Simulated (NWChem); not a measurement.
**One shape, several levels: C3H5F (allyl fluoride)**

We compute a comparison of 6 runs (HF/STO-3G, HF/3-21G, HF/6-31+G*, wB97X/cc-pVDZ, MP2/def2-SVP, CCSD/6-31G**) of C3H5F (allyl fluoride). 

The results are computed with NWChem 7.3.0.

### Step 1. Starting point

C3H5F has 9 atoms, charge 0, and is taken as a singlet. As SMILES, `C=CCF`. Geometry: relaxed at PBE0-D4/def2-TZVP. This is one conformer, not always the lowest.

Bond lengths: C1–C2 1.324 Å, C2–C3 1.486 Å, C3–F4 1.387 Å, C1–H5 1.084 Å, C1–H6 1.086 Å, C2–H7 1.087 Å, C3–H8 1.096 Å, C3–H9 1.094 Å. Some angles: C1–C2–C3 123.6°, C2–C3–F4 110.3°, C1–C2–H7 120.6°, C3–C2–H7 115.9°, C2–C1–H5 121.7°, C2–C1–H6 121.3°, C2–C3–H8 111.1°, C2–C3–H9 111.2°, F4–C3–H8 106.9°, F4–C3–H9 108.2°.

### Step 2. Energy and gradient at HF/STO-3G (run 1)

The input, c3h5f.nw:

```
start c3h5f
memory total 2200 mb
charge 0

geometry noautosym nocenter noautoz
  C    -0.578000    1.122500   -0.608000
  C     0.352500    0.215400   -0.353400
  C     0.200500   -0.852800    0.668500
  F     0.430500   -2.098200    0.102300
  H    -0.422500    1.909200   -1.336700
  H    -1.531700    1.114000   -0.089100
  H     1.299800    0.230700   -0.886500
  H     0.929800   -0.730800    1.477200
  H    -0.806800   -0.852300    1.094700
end

basis spherical bse
  * library STO-3G
end

scf
  nopen 0
  rhf
  thresh 1e-08
  maxiter 80
  noprint "final vectors analysis"
end

task scf gradient
```

The run is started by

```console
$ nwchem c3h5f.nw > c3h5f.out
```

Output:

```text
[...]
  functions       =    25
[...]
  wavefunction    = RHF
[...]
         Total SCF energy =   -213.103330592529
      One-electron energy =   -521.083141274709
      Two-electron energy =    193.399194136086
 Nuclear repulsion energy =    114.580616546095
        Time for solution =      0.9s
[...]
                         RHF ENERGY GRADIENTS
    atom               coordinates                        gradient
                 x          y          z           x          y          z
   1 C      -1.092262   2.121217  -1.148953   -0.016886   0.016571  -0.003942
   2 C       0.666128   0.407047  -0.667829    0.013791  -0.046589   0.025133
   3 C       0.378890  -1.611558   1.263282    0.000233   0.032485  -0.015119
   4 F       0.813527  -3.965023   0.193319   -0.000800   0.008513   0.003800
   5 H      -0.798409   3.607865  -2.525997    0.002043   0.001455  -0.000756
   6 H      -2.894493   2.105155  -0.168375   -0.002847  -0.001947   0.001934
   7 H       2.456266   0.435960  -1.675242    0.002392  -0.000033  -0.001639
   8 H       1.757067  -1.381012   2.791503   -0.000243  -0.005734  -0.005478
   9 H      -1.524631  -1.610613   2.068683    0.002318  -0.004720  -0.003932
[...]
```

Wall time 1.6 s (1 thread of Intel Xeon 6975P-C (Granite Rapids), shared host); peak memory 0.1 GiB.

### Step 3. Energy and forces at HF/3-21G (run 2)

The input, run.py:

```python
from ase import Atoms
from ase.calculators.nwchem import NWChem

atoms = Atoms(['C', 'C', 'C', 'F', 'H', 'H', 'H', 'H', 'H'], positions=[
    [-0.578000, 1.122500, -0.608000],
    [0.352500, 0.215400, -0.353400],
    [0.200500, -0.852800, 0.668500],
    [0.430500, -2.098200, 0.102300],
    [-0.422500, 1.909200, -1.336700],
    [-1.531700, 1.114000, -0.089100],
    [1.299800, 0.230700, -0.886500],
    [0.929800, -0.730800, 1.477200],
    [-0.806800, -0.852300, 1.094700],
])

calc = NWChem(
    label='calc',
    theory='scf',
    memory='2200 mb',
    basis='3-21G',
    basispar='spherical bse',
    scf={'nopen': '0', 'rhf': None, 'thresh': '1e-08', 'maxiter': '80'},
)
atoms.calc = calc

forces = atoms.get_forces()
print(f"energy = {atoms.get_potential_energy():.6f} eV")
print("forces (eV/A):")
for s, f in zip(atoms.symbols, forces):
    print(f"{s:2s} {f[0]:10.5f} {f[1]:10.5f} {f[2]:10.5f}")
print("dipole (e A):", atoms.get_dipole_moment().round(4))
```

The run is started by

```console
$ export ASE_NWCHEM_COMMAND="nwchem PREFIX.nwi > PREFIX.nwo"
$ python run.py
```

Output:

```text
energy = -5843.219725 eV
forces (eV/A):
C     0.24935   -0.17000    0.09765
C    -0.04556    0.80100   -0.56713
C    -0.30771    0.34201    1.09709
F     0.22173   -0.87747   -0.44537
H    -0.10583   -0.31424    0.28344
H     0.35281    0.05605   -0.23428
H    -0.43611   -0.04268    0.22765
H    -0.38654    0.08793   -0.32756
H     0.45786    0.11745   -0.13149
dipole (e A): [-0.0696  0.4454  0.1582]
```

The calculator wrote calc.nwi:

```
title "calc"

permanent_dir calc

scratch_dir calc

start calc

geometry units angstrom nocenter noautosym noautoz
  C  -5.7799999999999996e-01 1.1225000000000001e+00 -6.0799999999999998e-01
  C  3.5249999999999998e-01 2.1540000000000001e-01 -3.5339999999999999e-01
  C  2.0050000000000001e-01 -8.5280000000000000e-01 6.6849999999999998e-01
  F  4.3049999999999999e-01 -2.0981999999999998e+00 1.0230000000000000e-01
  H  -4.2249999999999999e-01 1.9092000000000000e+00 -1.3367000000000000e+00
  H  -1.5317000000000001e+00 1.1140000000000001e+00 -8.9099999999999999e-02
  H  1.2998000000000001e+00 2.3069999999999999e-01 -8.8649999999999995e-01
  H  9.2979999999999996e-01 -7.3080000000000001e-01 1.4772000000000001e+00
  H  -8.0679999999999996e-01 -8.5229999999999995e-01 1.0947000000000000e+00
end

memory 2200 mb

basis spherical bse noprint
   * library 3-21G
end

scf
  nopen 0
  rhf
  thresh 1e-08
  maxiter 80
end

task scf gradient
```

calc.nwo, shortened:

```text
[...]
      One-electron energy =   -521.246775163692
[... 1 line left out ...]
 Nuclear repulsion energy =    114.580616546095
[... 34 lines left out ...]
                       ROHF Final Molecular Orbital Analysis
[... 195 lines left out ...]
     1   1 0 0     -0.131598      0.000000      6.034084
[...]
  wavefunction    =   RHF
                         RHF ENERGY GRADIENTS
    atom               coordinates                        gradient
                 x          y          z           x          y          z
   1 C      -1.092262   2.121217  -1.148953   -0.004849   0.003306  -0.001899
   2 C       0.666128   0.407047  -0.667829    0.000886  -0.015577   0.011029
   3 C       0.378890  -1.611558   1.263282    0.005984  -0.006651  -0.021335
[... 5 lines of this table left out ...]
   9 H      -1.524631  -1.610613   2.068683   -0.008904  -0.002284   0.002557
[...]
```

It took 2 s on 1 thread of Intel Xeon 6975P-C (Granite Rapids), shared host; peak memory 0.1 GiB.

Runs 3 to 5 aren't shown in full; the table further down has their settings and results.

### Step 4. A single-point energy at CCSD/6-31G(d,p) (spherical functions) (run 6)

The input, c3h5f.xyz:

```xyz
9
C3H5F energy
C     -0.578000     1.122500    -0.608000
C      0.352500     0.215400    -0.353400
C      0.200500    -0.852800     0.668500
F      0.430500    -2.098200     0.102300
H     -0.422500     1.909200    -1.336700
H     -1.531700     1.114000    -0.089100
H      1.299800     0.230700    -0.886500
H      0.929800    -0.730800     1.477200
H     -0.806800    -0.852300     1.094700
```

The input, run.py:

```python
from ase.io import read
from ase.calculators.nwchem import NWChem

system = read('c3h5f.xyz')

calc = NWChem(
    label='c3h5f',
    theory='ccsd',
    memory='2200 mb',
    basis='6-31G**',
    basispar='spherical bse',
    scf={'nopen': '0', 'rhf': None, 'thresh': '1e-08', 'maxiter': '80'},
    ccsd={'freeze': 'core 4', 'maxiter': '60'},
    task='energy',
)
system.calc = calc

print("Total energy (eV):", round(system.get_potential_energy(), 6))
```

The run is started by

```console
$ export ASE_NWCHEM_COMMAND="nwchem PREFIX.nwi > PREFIX.nwo"
$ python run.py
```

Output:

```text
Total energy (eV): -5892.269107
```

The calculator wrote c3h5f.nwi:

```
title "c3h5f"

permanent_dir c3h5f

scratch_dir c3h5f

start c3h5f

geometry units angstrom nocenter noautosym noautoz
  C  -5.7799999999999996e-01 1.1225000000000001e+00 -6.0799999999999998e-01
  C  3.5249999999999998e-01 2.1540000000000001e-01 -3.5339999999999999e-01
  C  2.0050000000000001e-01 -8.5280000000000000e-01 6.6849999999999998e-01
  F  4.3049999999999999e-01 -2.0981999999999998e+00 1.0230000000000000e-01
  H  -4.2249999999999999e-01 1.9092000000000000e+00 -1.3367000000000000e+00
  H  -1.5317000000000001e+00 1.1140000000000001e+00 -8.9099999999999999e-02
  H  1.2998000000000001e+00 2.3069999999999999e-01 -8.8649999999999995e-01
  H  9.2979999999999996e-01 -7.3080000000000001e-01 1.4772000000000001e+00
  H  -8.0679999999999996e-01 -8.5229999999999995e-01 1.0947000000000000e+00
end

memory 2200 mb

basis spherical bse noprint
   * library 6-31G**
end

scf
  nopen 0
  rhf
  thresh 1e-08
  maxiter 80
end
ccsd
  freeze core 4
  maxiter 60
end

task ccsd energy
```

c3h5f.nwo, shortened:

```text
[...]
      One-electron energy =   -522.939725675904
[... 1 line left out ...]
 Nuclear repulsion energy =    114.580616546095
[... 34 lines left out ...]
                       ROHF Final Molecular Orbital Analysis
[... 219 lines left out ...]
 MP2 Corr. energy:             -0.575542034412859
[...]
             energy      energy      error      ampl     ampl      Block
[... 6 lines left out ...]
[...]
 Total CCSD energy:           -216.536897528788217
[...]
```

Run time: 54 s. Hardware: 1 thread of Intel Xeon 6975P-C (Granite Rapids), shared host; peak memory 0.2 GiB.

### Step 5. Overview of the runs

```csv
run,level,iteration cap,module,energy (Eh),dipole moment (D),largest force (eV/Å),wall time
1,HF/STO-3G,80,scf,-213.103331,1.21,2.813,1.6 s
2,HF/3-21G,80,scf,-214.734366,2.29,1.190,2 s
3,HF/6-31+G* (spherical functions),80,scf,-215.926687,2.24,0.715,11 s
4,wB97X/cc-pVDZ,100,dft,-217.086775,1.77,0.342,69 s
5,MP2/def2-SVP,80,mp2,-216.343444,1.87,0.805,14 s
6,CCSD/6-31G** (spherical functions),80,ccsd,-216.536898,–,–,54 s
```

### Step 6. Results

| quantity | value |
| --- | --- |
| run 6: total energy | -216.53690 Eh |
| run 6: HOMO energy (Hartree–Fock orbitals) | -10.37 eV |
| run 6: LUMO energy (Hartree–Fock orbitals) | 4.44 eV |
| run 6: HOMO–LUMO gap (Hartree–Fock orbitals) | 14.81 eV |
| run 6: correlation energy (4 core orbitals frozen) | -613.3 mEh |

In words: Over runs 1, 2, 3, 4, 5 the dipole moment (its size) runs from 1.21 D (HF/STO-3G) to 2.29 D (HF/3-21G). In run 1 the basis is minimal, so the values are rough. All runs together took 2.5 min, the longest 69 s.
